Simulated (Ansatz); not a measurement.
Total energies of `C=C[SiH2]` radical.

Z-matrix (Å, degrees):
```
C
C 1 1.338
H 1 1.086 2 122.0
H 1 1.086 2 121.8 3 -179.6
Si 2 1.837 1 124.1 3 -177.0
H 2 1.089 1 118.0 3 -1.0
H 5 1.488 2 112.1 1 -18.9
H 5 1.487 2 113.3 1 -147.2
```

The species carries charge 0 and has multiplicity 2. All single points use the PBE0-D4/def2-TZVP geometry. Basis def2-TZVPP, Ansatz 0.2.0.

RPA on PBE orbitals: Hartree–Fock energy of these orbitals -367.51752 Eh, correlation -0.77514 Eh (frozen core).

```csv
functional,energy without D4 (Eh),D4 term (kJ/mol)
HSE06 (plane-wave form),-368.43640,-10.6
ωB97X-V,-368.59599,–
```

(1) Give the same for LDA (SPW92), PBE, revPBE, BLYP, r2SCAN, B97M-V, PBE0, B3LYP, r2SCANh, r2SCAN0, BHLYP, CAM-B3LYP, LC-ωPBE, ωB97M-V, B2PLYP, PBE-QIDH. (An estimate is asked.)

B3LYP takes the VWN-RPA correlation (the form of Gaussian; ORCA's B3LYP/G). HSE06 is the plane-wave form, built on full-range PBE exchange. The double hybrids freeze the cores in their second-order part.

## Answers

(1) Computed: 
```json
{"functional": "LDA (SPW92)", "energy without D4 (Eh)": "-366.74502", "D4 term (kJ/mol)": "–"}
{"functional": "PBE", "energy without D4 (Eh)": "-368.40827", "D4 term (kJ/mol)": "-13.6"}
{"functional": "revPBE", "energy without D4 (Eh)": "-368.59104", "D4 term (kJ/mol)": "-44.1"}
{"functional": "BLYP", "energy without D4 (Eh)": "-368.62952", "D4 term (kJ/mol)": "-30.7"}
{"functional": "r2SCAN", "energy without D4 (Eh)": "-368.59548", "D4 term (kJ/mol)": "-3.2"}
{"functional": "B97M-V", "energy without D4 (Eh)": "-368.59869", "D4 term (kJ/mol)": "–"}
{"functional": "PBE0", "energy without D4 (Eh)": "-368.44800", "D4 term (kJ/mol)": "-11.4"}
{"functional": "B3LYP", "energy without D4 (Eh)": "-368.70049", "D4 term (kJ/mol)": "-22.2"}
{"functional": "r2SCANh", "energy without D4 (Eh)": "-368.59045", "D4 term (kJ/mol)": "-3.4"}
{"functional": "r2SCAN0", "energy without D4 (Eh)": "-368.58361", "D4 term (kJ/mol)": "-3.7"}
{"functional": "BHLYP", "energy without D4 (Eh)": "-368.62166", "D4 term (kJ/mol)": "-16.6"}
{"functional": "CAM-B3LYP", "energy without D4 (Eh)": "-368.62816", "D4 term (kJ/mol)": "-11.5"}
{"functional": "LC-ωPBE", "energy without D4 (Eh)": "-368.52089", "D4 term (kJ/mol)": "–"}
{"functional": "ωB97M-V", "energy without D4 (Eh)": "-368.59811", "D4 term (kJ/mol)": "–"}
{"functional": "B2PLYP", "energy without D4 (Eh)": "-368.47300", "D4 term (kJ/mol)": "–"}
{"functional": "PBE-QIDH", "energy without D4 (Eh)": "-368.34575", "D4 term (kJ/mol)": "–"}
```

LC-ωPBE has ω = 0.4 bohr⁻¹.
